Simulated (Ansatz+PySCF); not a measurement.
A calculation with Ansatz (development build ahead of 0.2.0).

```yaml
crystal:
  periodic: [false, false, false]
  atoms:
    - { symbol: C, position_ang: [0.0, -0.17974, -1.22518] }
    - { symbol: "N", position_ang: [0.0, 0.4795, -0.01912] }
    - { symbol: C, position_ang: [0.0, -0.14806, 1.2094] }
    - { symbol: H, position_ang: [0.0, 0.40275, -2.13069] }
    - { symbol: H, position_ang: [0.0, -1.25573, -1.20254] }
    - { symbol: H, position_ang: [0.0, 1.48929, -0.01731] }
    - { symbol: H, position_ang: [0.0, 0.56303, 2.02733] }
    - { symbol: O, position_ang: [0.0, -1.35103, 1.35812] }
basis:
  gaussian: { orbitals: cc-pVTZ }
magnetization:
  spin_polarized: true
  initial_magnetization: 1
hamiltonian:
  xc: hf
correlation:
  method: mp2
  frozen_orbitals: { C: 1, H: 0, "N": 1, O: 1 }
output:
  forces: true
```

The input is written out in the form of the current development build from the run's settings.

Output:

- Converged: yes
- Reference energy: -207.41580 hartree
- Correlation energy: -0.74263 hartree
- Total energy: -208.15843 hartree
- Spin squared of the determinant: 0.775
- Stability test: minimum
- Occupied orbitals by symmetry in an Abelian subgroup (alpha; beta): 13 A' 3 A''; 13 A' 2 A''

Forces (eV/Å):
| atom | Fx | Fy | Fz |
| --- | --- | --- | --- |
| C1 | 0.000 | -0.202 | -0.162 |
| N2 | 0.000 | 0.270 | 0.263 |
| C3 | 0.000 | -0.142 | -0.690 |
| H4 | 0.000 | -0.089 | 0.171 |
| H5 | 0.000 | 0.161 | 0.013 |
| H6 | 0.000 | -0.188 | 0.038 |
| H7 | 0.000 | 0.329 | 0.355 |
| O8 | 0.000 | -0.138 | 0.012 |
